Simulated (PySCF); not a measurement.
An unknown is described by computed data only.

Formula: C5H11F.

* Couplings: largest of the computed one-bond spin–spin couplings (means over like bonds): 19F–13C -223.9, 13C–1H +150.5, 13C–1H +134.0, 13C–1H +132.9 (×3), 13C–1H +131.5 (×3), 13C–1H +130.3, 13C–1H +128.8, 13C–1H +127.6 Hz [B3LYP/pcJ-1, spin–dipole term left out for some pairs]
* Dipole: 1.81 D [wB97X-D/def2-SVPD]
* Polarisability: 64.3 au [wB97X-D/def2-SVPD]
* 1H NMR: chemical shifts (computed TMS as zero) by class: 4.30 (1 H), 1.76 (1 H), 1.28 (3 H), 1.26 (1 H), 1.10 (1 H), 1.01 (1 H), 1.00 (3 H) ppm [GIAO PBE0/pcSseg-1]
* 13C NMR: chemical shifts (computed TMS as zero) by class: 90.1 (1 C), 42.7 (1 C), 23.5 (1 C), 22.4 (1 C), 16.2 (1 C) ppm [GIAO PBE0/pcSseg-1]
* UV, first state: lowest singlet excitation: 9.19 eV (135 nm, f = 0.007) [TDDFT wB97X-D/def2-SVPD]
* XPS: C1s 290.5, C1s 290.6, C1s 290.6, C1s 290.8, C1s 292.8, F1s 691.9 eV [ΔSCF SCAN, pcX-2 on the ionised atom, pcseg-1 elsewhere, spin-free X2C]
* Rotational structure: rotational constants A, B, C: 7.408, 1.739, 1.517 GHz [PBE0-D3(BJ)/def2-SVP]
* Triplet: lowest triplet excitation (Tamm–Dancoff): 9.00 eV [TDA wB97X-D/def2-SVPD]
* NMR, other nuclei: isotropic shieldings of nuclei other than C and H, by class: 380 (1 F) ppm [GIAO PBE0/pcSseg-1]

The electronic properties come from PySCF, for the isolated species, density fitting. Levels stand in brackets. The structure is a single PBE0-D3(BJ)/def2-SVP conformer in the gas phase; no vibrational or solvent corrections. NMR values are class means; diastereotopic atoms form classes of their own.

Question: Propose a structure and show how it fits.

Answer: Numbering: `[CH3:1][CH2:2][CH2:3][C@@H:4]([CH3:5])[F:6]`. Its formula, C5H11F, gives 0 degrees of unsaturation, so no ring and no π bond. 5 carbons fall into 5 classes; from least to most shielded: sp3 C–F carbon [C4] (90.1 ppm), chain CH2 carbon [C3] (42.7 ppm), methyl carbon [C5] (23.5 ppm), chain CH2 carbon [C2] (22.4 ppm), methyl carbon [C1] (16.2 ppm). Hydrogen classes from least to most shielded: 1 H on an sp3 C–F carbon, C4 (4.30 ppm), 1 H on a chain CH2 carbon, C2 (1.76 ppm), 3 H on a methyl carbon, C5 (1.28 ppm, a mean of values up to 0.8 ppm apart in this geometry), 1 H on a chain CH2 carbon, C3 (1.26 ppm), 1 H on a chain CH2 carbon, C2 (1.10 ppm), 1 H on a chain CH2 carbon, C3 (1.01 ppm), 3 H on a methyl carbon, C1 (1.00 ppm). The other shieldings belong to: 380 ppm, alkyl fluorine [F6]. The couplings run between: -223.9 Hz, alkyl fluorine [F6] and sp3 C–F carbon [C4]; +150.5 Hz, sp3 C–F carbon [C4] and its hydrogen; +134.0 Hz, chain CH2 carbon [C2] and its hydrogen; +132.9 Hz, methyl carbon [C5] and its hydrogen (with 2 like pairs); +131.5 Hz, methyl carbon [C1] and its hydrogen (with 2 like pairs); +130.3 Hz, chain CH2 carbon [C3] and its hydrogen; +128.8 Hz, chain CH2 carbon [C2] and its hydrogen; +127.6 Hz, chain CH2 carbon [C3] and its hydrogen. The core levels belong to: C1s 290.5 eV, chain CH2 carbon [C2]; C1s 290.6 eV, methyl carbon [C1]; C1s 290.6 eV, chain CH2 carbon [C3]; C1s 290.8 eV, methyl carbon [C5]; C1s 292.8 eV, sp3 C–F carbon [C4]; F1s 691.9 eV, alkyl fluorine [F6]. The optimised geometry has point group C1 and is an asymmetric top. Structure: `CCC[C@@H](C)F` (CH3CH2CH2CHFCH3). Computed isomers that give other values at the same levels: `CC(C)(C)CF` (rotational constant A: 4.431 GHz; this holds for the one conformer computed); `CCC(F)CC` (core binding energies: C1s 290.6 (×2), C1s 290.7 (×2), C1s 292.7, F1s 691.9 eV); `CCC(C)(C)F` (rotational constant A: 4.594 GHz; this holds for the one conformer computed). The assignments are read from this structure; whether some other isomer fits the data as well wasn't checked. The mirror image fits equally.

The values belong to the conformer `[CH3:1][CH2:2][CH2:3][C@@H:4]([CH3:5])[F:6]`: C1–C2–C3–C4 178°, C2–C3–C4–C5 180°.
